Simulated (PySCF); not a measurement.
Molecule: Isocyanogen ([C-]#[N+]C#N, C2N2).

Geometry:
| atom | x (Å) | y (Å) | z (Å) |
| --- | --- | --- | --- |
| C1 | -1.787 | 0.020 | -0.516 |
| N2 | -0.618 | -0.008 | -0.328 |
| C3 | 0.672 | -0.038 | -0.121 |
| N4 | 1.817 | -0.065 | 0.062 |

Spin–spin couplings on one PBE0-D3(BJ)/def2-SVP geometry, PySCF 2.14.0 with density-fitted response routines, gas phase, non-relativistic, equivalent pairs averaged; isotopes 15N, 13C; functional B3LYP.

How do the couplings (Hz) change with the basis set? Times are CPU seconds on shared hosts with different chips, so compare them loosely. Far from the basis limit: 6-31G-J, pcJ-0, 6-31G*, cc-pVTZ, def2-TZVP.

Results:


```tsv
basis set	functions	1J(N2,C3)	1J(C1,N2)	1J(C3,N4)	2J(C1,C3)	2J(N2,N4)	3J(C1,N4)	core-s
6-31G-J	48	-54.4	8.7	-3.8	-13.7	-6.3	-8.3	2.1
pcJ-0	52	-34.2	35.3	12.9	-14.2	-5.0	-10.5	2.1
6-31G*	56	-54.2	-2.6	-18.5	-9.0	-4.1	-8.5	1.4
pcJ-1	108	-56.0	-4.6	-18.2	-11.1	-5.3	-9.7	7.1
cc-pVTZ	120	-62.2	-37.8	-43.8	-6.4	-6.0	-8.6	3.2
def2-TZVP	124	-54.8	-0.8	-13.8	-11.2	-5.6	-9.0	3.4
aug-cc-pVTZ-J	184	-54.3	-2.6	-16.1	-11.1	-5.5	-9.4	9.8
pcJ-2	204	-53.4	-2.9	-16.4	-10.8	-5.6	-10.1	11
```

The Fermi-contact term samples the wavefunction at the nucleus, which is why sets with added tight s functions (names with J) are made for couplings.
